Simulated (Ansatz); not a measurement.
```yaml
crystal:
  periodic: [false, false, false]
  atoms:
    - {symbol: Ta, position_ang: [0.000000, 0.000000, -0.163041]}
    - {symbol: Cl, position_ang: [0.000000, 0.000000, 2.011103]}
    - {symbol: H, position_ang: [0.000000, 0.000000, -1.848062]}
basis:
  gaussian: {orbitals: def2-TZVP}
magnetization: {spin_polarized: true, initial_magnetization: 3}
hamiltonian: {xc: pbe0}
relax: {f_tol: 0.004, max_steps: 80}
```

```sh
$ ansatz run in.yaml --threads 1 --pin off --events-out ev --progress --plain --max-ram 2176MiB
```

Steps of the relaxation (energy above the last step; positions in Å, forces in eV/Å):

```
3
step 1, 431.7 meV
Ta    0.000    0.000   -0.163    0.000    0.000   -0.224
Cl    0.000    0.000    2.011    0.000    0.000    3.168
H     0.000    0.000   -1.848    0.000    0.000   -2.944
```

```
3
step 2, 10.8 meV
Ta    0.000    0.000   -0.135    0.000    0.000   -0.372
Cl    0.000    0.000    2.178    0.000    0.000   -0.086
H     0.000    0.000   -2.043    0.000    0.000    0.457
```

```
3
step 3, 1.2 meV
Ta    0.000    0.000   -0.153    0.000    0.000    0.092
Cl    0.000    0.000    2.155    0.000    0.000    0.069
H     0.000    0.000   -2.002    0.000    0.000   -0.161
```

```
3
step 6, 0.0 meV
Ta    0.000    0.000   -0.150    0.000    0.000    0.000
Cl    0.000    0.000    2.162    0.000    0.000    0.000
H     0.000    0.000   -2.012    0.000    0.000    0.000
```

Close pairs at the end: Ta1–H3 1.862 Å, Ta1–Cl2 2.311 Å.

A stationary point of unrestricted PBE0 after 6 steps, with ⟨S²⟩ = 3.759 against 3.75 for a pure state; no frequencies were run, so it isn't proven a minimum. 23 s on 1 thread of AMD EPYC 9R45, shared host.
